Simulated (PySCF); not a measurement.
Species: C₂H₂F₂O.
SMILES with atom numbers: `[O:1]=[CH:2][CH:3]([F:4])[F:5]` (hydrogens: H6 on C2; H7 on C3)

Torsions of this conformer, `[O:1]=[CH:2][CH:3]([F:4])[F:5]`: O1–C2–C3–F4 -120°.

The closed-shell ground state was solved at several levels (PySCF, density fitting, gas phase, non-relativistic). Geometry: PBE0-D3(BJ)/def2-SVP, one conformer, isolated molecule.

```
             level  basis functions  total energy (Eh)  HOMO (eV)  LUMO (eV)  gap (eV)  dipole (D)
    PBE0/def2-SVPD              125          -351.6972      -8.47      -2.01      6.46        0.55
       B3LYP/pcJ-1              155          -352.3035      -8.08      -2.08      6.00        0.53
CAM-B3LYP/pcSseg-2              208          -352.3457      -9.92      -0.70      9.22        0.55
```

Problem. Estimate the row for PBE0/pcSseg-1, a basis of 95 functions; the other rows only guide the guess.

Solution. Total energy -351.9104 Eh, HOMO -8.31 eV, LUMO -1.81 eV, gap 6.50 eV, dipole 0.54 D.

Problem. Over all these levels, which gives the widest orbital gap and which the narrowest?

Solution. CAM-B3LYP/pcSseg-2 (range-separated hybrid) has the widest, 9.22 eV, and B3LYP/pcJ-1 (global hybrid, 20 % exact exchange) the narrowest, 6.00 eV. Functional and basis both differ between the two, so the spread mixes both effects.

Problem. How far do the dipole and the HOMO energy spread over the levels?

Solution. The dipole runs from 0.53 to 0.55 D (mean 0.54 D) and the HOMO from -9.92 to -8.08 eV.
